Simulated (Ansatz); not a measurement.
Two isomers of C3H6F2O: A = `COC(C)(F)F`, B = `CC(F)OCF`.

Gas-phase electronic energies from Ansatz, PBE0-D4/def2-TZVP geometries. CBS: MP2 limit from def2 TZ/QZ plus the TZ coupled-cluster correction, frozen cores. Functionals use def2-TZVPP. B3LYP here is the variant with VWN-RPA as its local correlation; programs differ in this. Each species was taken in one conformer, which may not be the lowest.

A:

```xyz
12

C    -0.187   -1.451    0.742
O    -0.840   -0.767   -0.310
C    -0.151    0.258   -0.881
C     0.244    1.392    0.029
F     0.972   -0.228   -1.495
F    -0.949    0.716   -1.865
H    -0.803   -2.321    0.963
H    -0.115   -0.831    1.642
H     0.809   -1.784    0.442
H     0.702    2.179   -0.568
H    -0.644    1.782    0.526
H     0.963    1.055    0.775
```

B:

Z-matrix (Å, degrees):
```
C
C 1 1.497
H 1 1.090 2 109.8
H 1 1.090 2 109.9 3 -120.1
H 1 1.091 2 109.5 3 119.7
F 2 1.385 1 109.6 3 177.8
O 2 1.390 1 108.9 3 -63.4
H 2 1.095 1 113.0 3 59.9
C 7 1.378 2 114.9 1 169.2
F 9 1.377 7 110.5 2 -75.2
H 9 1.090 7 107.1 2 167.3
H 9 1.094 7 112.0 2 44.3
```

**Question.** Which is lower in electronic energy at CCSD(T)/CBS, and by how much? (Best estimate.)

**Answer.** The calculation gave: A, by 4.1 kcal/mol.

**Question.** Give E(B) − E(A) in kcal/mol with CCSD/def2-TZVPP, B3LYP-D4, B3LYP, B2PLYP, CCSD(T)/def2-TZVPP, HF/def2-TZVPP, PBE0-D4. (Best estimate.)

**Answer.** Computed: CCSD/def2-TZVPP 4.1, B3LYP-D4 3.5, B3LYP 3.0, B2PLYP 3.5, CCSD(T)/def2-TZVPP 4.2, HF/def2-TZVPP 3.9, PBE0-D4 4.5. None reverses the order clearly.

Largest T1 diagnostic: 0.011.

From PBE to PBE0 (25 % exact exchange), in def2-TZVPP and without D4, E(B) − E(A) moves by +0.7 kcal/mol.
